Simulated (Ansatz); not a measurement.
C2H6O3S, SMILES `COS(=O)OC`. Charge 0, multiplicity 1.

```xyz
12

C    -0.864    0.431   -1.714
O    -0.501    1.081   -0.501
S     1.069    0.919   -0.089
O     1.166    1.716    1.107
O     1.075   -0.639    0.328
C     0.368   -1.004    1.519
H    -1.809    0.870   -2.028
H    -0.988   -0.643   -1.557
H    -0.113    0.596   -2.494
H     0.732   -0.426    2.368
H    -0.704   -0.839    1.394
H     0.569   -2.063    1.668
```

List the harmonic frequencies (cm⁻¹, unscaled) at PBE0-D4/def2-TZVP in Ansatz. (Estimate.)

Ansatz gave: 81, 89, 103, 155, 247, 261, 422, 445, 588, 718, 756, 1032, 1069, 1173, 1176, 1182, 1194, 1283, 1456, 1463, 1480, 1485, 1497, 1503, 3041, 3066, 3114, 3150, 3162, 3176.

Is this a minimum?

Yes, all 30 modes are real.

Give the ideal-gas thermochemistry at 298.15 K and 1 bar (rigid rotor, harmonic oscillator; point group C1, symmetry number 1).

Zero-point energy 236.7 kJ/mol; H(298) − E = 259.6 kJ/mol; entropy 364.6 J/(mol·K), of which translation 167.5, rotation 113.0, vibration 84.1; G(298) − E = 150.9 kJ/mol. Modes under 100 cm⁻¹ are hindered rotations or soft bends, so the harmonic entropy is rough.

Rotational constants (cm⁻¹)?

0.1383, 0.09321, 0.06794.
